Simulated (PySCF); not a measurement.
# 3-Chlorothiophene: calculation and literature

Structure with atom numbers: `[Cl:1][c:2]1[cH:3][cH:4][s:5][cH:6]1`. Each H is labelled by its parent atom.

Theoretical values (PySCF 2.14.0 with density-fitted response routines): structure optimised with PBE0-D3(BJ)/def2-TZVP, KT3/pcSseg-2 with gauge-including orbitals. Relativity neglected, one conformer, isolated molecule.

Reference values: estimated from measurements, as parent shift plus tabulated substituent increment (solution, not stated per compound (mostly CDCl3 or CCl4); Pretsch, Buehlmann, Badertscher, Structure Determination of Organic Compounds, 4th ed. (2009)).
```csv
atoms,quantity,reference,computed,"computed, scaled"
H(C4),δ 1H,7.22,7.16,7.00
H(C6),δ 1H,7.06,6.91,6.76
H(C3),δ 1H,6.92,7.09,6.94
```

Computed shifts are σ(ref) − σ with the named reference compound (TMS for H and C) calculated as an isolated molecule at the same level. The measured values may be among those fitted. Empirical linear scaling, fitted to shifts measured mostly in CDCl3 for H and C (δ vs TMS): 1H (scatter 0.14 ppm rms, 0.16 ppm with the 4 outliers that the fit left out). Occasional misses reach two or three times the rms, and more in compound classes unlike the fitted ones.

Question: How far are the unscaled 1H shifts from the references?

Answer: Mean signed difference -0.01 ppm, mean absolute 0.13 ppm over 3 comparisons; the largest is +0.17 ppm at H(C3) (hydrogen on an aromatic CH).
